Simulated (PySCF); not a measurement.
Problem. Write a Z-matrix for InChI=1S/C4H3FO/c5-4-2-1-3-6-4/h1-3H as optimised with PBE0-D3(BJ)/def2-TZVP.

Solution. 
Z-matrix in Å and degrees, rows numbered from 1:
```
F 
C   1  1.3081
C   2  1.3486  1  132.08
C   3  1.4329  2  104.11  1  -179.96
C   4  1.3502  3  106.89  2    -0.15
O   2  1.3314  1  114.84  3   179.85
H   3  1.0764  2  126.97  1    -0.16
H   4  1.0781  3  126.88  2  -179.76
H   5  1.0757  4  134.29  3   179.78
```

The 5-membered ring C2–C3–C4–C5–O6 has internal angles of 104.1° to 113.1° (sum 540°, against 540° for a flat polygon); it is planar, 0.00 Å rms from its mean plane, widest ring torsion 0°. The 6 heavy atoms lie in one plane (0.001 Å rms). The 2 C–O bonds span 1.331 Å (C2–O6, aromatic) to 1.367 Å (C5–O6, aromatic), a spread of 0.036 Å. The C–C distances run from 1.349 Å (C2–C3, aromatic) to 1.433 Å (C3–C4, aromatic), a spread of 0.084 Å.

Method: PySCF 2.14.0, PBE0-D3(BJ)/def2-TZVP geometry optimisation, gas phase.

Point group: Cs (tolerance 0.08 Å). Not checked by PBE0-D3(BJ)/def2-TZVP frequencies.
